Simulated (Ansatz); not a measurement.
# H3LiMgSi (SMILES [Li][SiH2][MgH]): functionals against CCSD(T) at one geometry

A test off equilibrium: a structure displaced at random from a GFN2-xTB minimum is computed at several levels, and each is set against CCSD(T).

Computed with Ansatz 0.2.0, Gaussian basis. Level: single points in def2-TZVPP.

Cores are frozen in the correlated methods. The outer core shell of Li, Na, Mg and K is correlated.

**1. The starting structure**

SMILES `[Li][SiH2][MgH]`, 6 atoms, charge 0, spin multiplicity 1.

Atoms are counted from 1 here; the program's logs count them from 0.

Bond lengths: Li1–Si2 2.673 Å, Si2–Mg3 2.532 Å, Si2–H4 1.635 Å, Si2–H5 1.558 Å, Mg3–H6 1.833 Å. Angles: Li1–Si2–Mg3 175.6°, Li1–Si2–H4 86.9°, Li1–Si2–H5 87.5°, Mg3–Si2–H4 94.9°, Mg3–Si2–H5 96.2°, H4–Si2–H5 96.6°, Si2–Mg3–H6 156.2°.

Coordinates:

```
Li   -3.20780   -0.76210   -0.73070
Si   -0.77970   -0.08110    0.15560
Mg    1.45740    0.52670    1.17500
H    -0.21440   -1.38430   -0.65460
H    -0.69910    0.91910   -1.03670
H     3.27000    0.79990    1.20270
```

**2. CCSD(T)/def2-TZVPP**

Contents of run/in.yaml:

```yaml
crystal:
  periodic: [false, false, false]
  atoms:
    - {symbol: Li, position_ang: [-3.207800, -0.762100, -0.730700]}
    - {symbol: Si, position_ang: [-0.779700, -0.081100, 0.155600]}
    - {symbol: Mg, position_ang: [1.457400, 0.526700, 1.175000]}
    - {symbol: H, position_ang: [-0.214400, -1.384300, -0.654600]}
    - {symbol: H, position_ang: [-0.699100, 0.919100, -1.036700]}
    - {symbol: H, position_ang: [3.270000, 0.799900, 1.202700]}
basis:
  gaussian: {orbitals: def2-TZVPP}
correlation: {method: ccsd_t}
output: {forces: true}
```

No record of the launch command was kept for these runs.

**3. PBE0-D4/def2-TZVPP**

Changes to run/in.yaml since step 2:

```diff
@@ -11,3 +11,3 @@
   gaussian: {orbitals: def2-TZVPP}
-correlation: {method: ccsd_t}
-output: {forces: true}
+hamiltonian: {xc: pbe0, dispersion: d4}
+output: {forces: true, orbitals: {seedname: orbitals}}
```

**4. wB97M-V/def2-TZVPP**

Changes to run/in.yaml since step 3:

```diff
@@ -11,3 +11,3 @@
   gaussian: {orbitals: def2-TZVPP}
-hamiltonian: {xc: pbe0, dispersion: d4}
-output: {forces: true, orbitals: {seedname: orbitals}}
+hamiltonian: {xc: {name: wB97M-V}}
+output: {forces: true}
```

**5. r2SCAN-D4/def2-TZVPP**

Changes to run/in.yaml since step 4:

```diff
@@ -11,3 +11,3 @@
   gaussian: {orbitals: def2-TZVPP}
-hamiltonian: {xc: {name: wB97M-V}}
+hamiltonian: {xc: r2scan, dispersion: d4}
 output: {forces: true}
```

**6. PBE-D4/def2-TZVPP**

Changes to run/in.yaml since step 5:

```diff
@@ -11,3 +11,3 @@
   gaussian: {orbitals: def2-TZVPP}
-hamiltonian: {xc: r2scan, dispersion: d4}
+hamiltonian: {xc: pbe, dispersion: d4}
 output: {forces: true}
```

**7. r2SCANh-D4/def2-TZVPP**

Changes to run/in.yaml since step 6:

```diff
@@ -11,3 +11,3 @@
   gaussian: {orbitals: def2-TZVPP}
-hamiltonian: {xc: pbe, dispersion: d4}
+hamiltonian: {xc: {name: r2SCANh}, dispersion: d4}
 output: {forces: true}
```

**8. revPBE-D4/def2-TZVPP**

Changes to run/in.yaml since step 7:

```diff
@@ -11,3 +11,3 @@
   gaussian: {orbitals: def2-TZVPP}
-hamiltonian: {xc: {name: r2SCANh}, dispersion: d4}
+hamiltonian: {xc: {name: revPBE}, dispersion: d4}
 output: {forces: true}
```

(Steps that only read results are left out.)

Before running it: what results should come out? Wanted: energy less free atoms, CCSD(T)/def2-TZVPP; RMS force component; RMS force error; HOMO and LUMO, PBE0-D4; T1 diagnostic.

As calculated:

| quantity | value |
| --- | --- |
| energy less free atoms, CCSD(T)/def2-TZVPP | -260.3 kcal/mol |
| RMS force component | 0.467 to 0.602 eV/Å over the methods |
| RMS force error | PBE0-D4 0.036, wB97M-V 0.034, r2SCAN-D4 0.037, PBE-D4 0.110, r2SCANh-D4 0.021, revPBE-D4 0.160 eV/Å |
| HOMO and LUMO, PBE0-D4 | -4.91 and -1.66 eV |
| T1 diagnostic | 0.013 |

Against CCSD(T) the functionals' energies less atoms differ by -11.8 to -3.7 kcal/mol, PBE-D4 by -5.9 kcal/mol. The reference is not at the basis limit: in triple zeta CCSD(T) underbinds, which counts against methods that bind more; the gaps are no ranking. The forces of r2SCANh-D4 come nearest to CCSD(T), those of revPBE-D4 are farthest. Frozen-core CCSD(T) forces in triple zeta carry basis errors of their own, and this is one geometry, so small gaps rank nothing.
